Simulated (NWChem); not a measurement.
System: ethanethiol (C$_{2}$H$_{6}$S); SMILES C(C)S

```xyz
9

C      0.3702    -1.6326    -0.0584
C     -0.6385    -0.4944     0.0429
S      0.0983     1.1852    -0.0730
H     -0.1441    -2.6169    -0.0425
H      1.0839    -1.6130     0.7908
H      0.9596    -1.5605    -0.9939
H     -1.3575    -0.5243    -0.8019
H     -1.2406    -0.5637     0.9721
H      0.8464     1.0957     1.0630
```
Atoms are numbered in this order, from 1.

Computed with NWChem. Pople sets run with spherical d functions. Geometry: optimised at PBE-D3(BJ)/def2-SVP. Level: M06-2X/6-31G* with SMD (1 M gas to 1 M solution), gas-phase geometry.

```json
[
 {"solvent": "water", "dielectric constant": "78.4", "solvation free energy (kcal/mol)": "-1.1", "cavity-dispersion-structure term (kcal/mol)": "2.0", "dipole in solution (D)": "2.32"},
 {"solvent": "cyclohexanone", "dielectric constant": "15.6", "solvation free energy (kcal/mol)": "-4.0", "cavity-dispersion-structure term (kcal/mol)": "-1.1", "dipole in solution (D)": "2.28"},
 {"solvent": "tetrahydrofuran", "dielectric constant": "7.43", "solvation free energy (kcal/mol)": "-4.2", "cavity-dispersion-structure term (kcal/mol)": "-1.4", "dipole in solution (D)": "(withheld)"},
 {"solvent": "methanol", "dielectric constant": "32.6", "solvation free energy (kcal/mol)": "-4.4", "cavity-dispersion-structure term (kcal/mol)": "-1.3", "dipole in solution (D)": "2.30"},
 {"solvent": "N,N-dimethylformamide", "dielectric constant": "37.2", "solvation free energy (kcal/mol)": "-4.0", "cavity-dispersion-structure term (kcal/mol)": "-0.9", "dipole in solution (D)": "2.31"},
 {"solvent": "ethylene glycol", "dielectric constant": "40.2", "solvation free energy (kcal/mol)": "-2.8", "cavity-dispersion-structure term (kcal/mol)": "0.3", "dipole in solution (D)": "2.31"}
]
```

Task: Complete the blanks.

Result: 
- tetrahydrofuran, dipole in solution (D): 2.24
